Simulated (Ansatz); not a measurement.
CH3 (SMILES [CH3]) moved off its minimum; all values from Ansatz (a quantum-chemistry and plane-wave program), cores frozen in correlated methods. Open shells are unrestricted.
(charge 0, multiplicity 2)
```xyz
4

C      0.03332     0.05093     0.08231
H      0.94975    -0.08908    -0.08869
H     -0.72889    -0.73114    -0.12222
H     -0.21253     0.99528    -0.04025
```

Task: Give the forces (eV/Å), the total energy and the dipole at CCSD(T)/aug-cc-pVTZ.

Result: 
```tsv
atom	Fx	Fy	Fz
C1	-6.280	-3.236	0.935
H2	7.258	-1.861	-1.057
H3	0.779	0.634	0.360
H4	-1.758	4.462	-0.238
```
Energy -39.7355 hartree, dipole 0.35 D.
